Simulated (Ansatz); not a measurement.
bcc V, treated with BLYP (Ansatz, an electronic-structure program, PAW).

Numerical settings: plane-wave cutoff 520 eV, 26×26×26 k mesh, Fermi–Dirac smearing 0.05 eV, no spin polarisation, scalar-relativistic PAW data made under PBE.

Pressure at four volumes; x = ln(V/13.844 Å³). One pressure is withheld.

```json
[
 {"V (Å³/atom)": "13.014", "x": "-0.0618", "P (GPa)": "11.77"},
 {"V (Å³/atom)": "13.844", "x": "0.0000", "P (GPa)": "0.01"},
 {"V (Å³/atom)": "14.398", "x": "0.0392", "P (GPa)": "-6.12"},
 {"V (Å³/atom)": "14.675", "x": "0.0583", "P (GPa)": "?"}
]
```

Question: Pass a parabola P(x) through the three rows shown, estimate the bulk modulus and its pressure derivative near zero pressure, and predict the withheld pressure.

Answer: Slopes between the rows: (0.01 − (11.77))/(0.0000 − (-0.0618)) = -190.29 and (-6.12 − (0.01))/(0.0392 − (0.0000)) = -156.38 GPa. Their difference over the span 0.1010 is c = 33.91/0.1010 = 335.7 GPa, so P(x) = 11.77 + (-190.29)(x − (-0.0618)) + 335.7 (x − (-0.0618))(x − (0.0000)). At the middle row B = −dP/dx = −[-190.29 + 335.7 × 0.0618] = 169.5 GPa, and B′ = dB/dP = 2c/B = 4.0. At x = 0.0583 the parabola gives -8.73 GPa; the run gives -8.76 GPa. The Birch–Murnaghan fit to the energies at all volumes has B0 = 169 GPa and B′ = 3.9.

Measured, for comparison: bulk modulus 161 GPa (corrected for temperature and zero-point phonon effects, sources range from 159 to 166; as tabulated in Levämäki et al. (2014), arXiv:1402.3671). Computed less measured: bulk modulus +5 % (+1.8 % to +6 % over the range).
